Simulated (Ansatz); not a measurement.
# Relaxing SnO3

These are results of Ansatz, DFT PBE, scalar-relativistic, plane waves, PAW, not measurements. Cutoff 420 eV, Γ-centred k mesh, Gaussian smearing, no spin polarisation in the final step.

A relaxed cell is given with its space group left out.

```
CELL_PARAMETERS angstrom
1.64406 -9.18671 0.00000
1.64406 9.18671 0.00000
0.00000 0.00000 3.28833
ATOMIC_POSITIONS crystal
Sn 0.17235 0.82765 0.25000
Sn 0.82765 0.17235 0.75000
O 0.28411 0.71589 0.25000
O 0.71589 0.28411 0.75000
O 0.59675 0.40325 0.25000
O 0.40325 0.59675 0.75000
O 0.09674 0.90326 0.75000
O 0.90326 0.09674 0.25000
```

Energies over the elements count from the elements' standard structures at the same level (O₂ as a molecule), with no empirical corrections.

Task: What space group does it have?

Result: Cmcm (No. 63). Conventional cell: a = 3.288 Å, b = 18.373 Å, c = 3.288 Å. Around Sn lie 5 O at 2.05–2.15 Å and 4 O at 2.46 Å; O on Wyckoff site c (2 atoms of the primitive cell) has 1 Sn at 2.05 Å; O on Wyckoff site c (2 atoms of the primitive cell) is coordinated by 2 Sn at 2.15 Å, 4 O at 2.33 Å and 2 O at 2.74 Å; around O on Wyckoff site c (2 atoms of the primitive cell) lie 2 Sn at 2.15 Å, 4 O at 2.33 Å and 2 O at 2.74 Å.

Task: How far does it lie from the elements in energy?

Result: -0.23 eV/atom.

Task: Is it a metal?

Result: Yes, bands cross the Fermi level on the 12×12×12 mesh.

The final run used a 12×12×12 mesh on its 8-atom cell and 0.10 eV smearing. For metals, differences of a few meV/atom aren't resolved. Weakly bound directions are ill-defined at this level, which has no dispersion term. The cell came from a trial start, so SnO3 may not exist in this structure.